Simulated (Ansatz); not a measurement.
System: antifluorite Mg₂Sn. Method: PBEsol-D3(BJ) (Ansatz, an electronic-structure program, plane waves, PAW).

Numerical settings: plane-wave cutoff 520 eV, 10×10×10 k mesh, Fermi–Dirac smearing 0.01 eV, scalar-relativistic PAW data made under PBE.

Computed at the level's own relaxed cell.

### Question
Predict the volume per atom, bulk modulus B0, lattice parameter a and pressure derivative B′ of the bulk modulus.

### Answer

- volume per atom = 24.53 Å³/atom
- bulk modulus B0 = 48.1 GPa
- lattice parameter a = 6.652 Å
- pressure derivative B′ of the bulk modulus = 4.0

The run finds no gap.

Measured, for comparison: equilibrium volume per atom 25.82 Å³/atom, lattice constant a 6.766 Å (temperature not stated, no zero-point or thermal correction; as tabulated in Freccero, Grin, Wagner, Dalton Trans. (2023), ESI). Computed (rounded) less measured: equilibrium volume per atom -5.0 %, lattice constant a -1.7 %. A static lattice is as a rule a little smaller and stiffer than an uncorrected measurement, which narrows the difference in the lattice constant a and would widen misses of the other sign.

Note: the gap of the solid is closed in this run; this level leaves the solid without a gap, although one is measured.

Spin–orbit coupling is not included; it can open a gap where bands touch, and shift volumes and moduli.

Computed values are for the static lattice.

Computing time: very roughly 50 core-seconds.
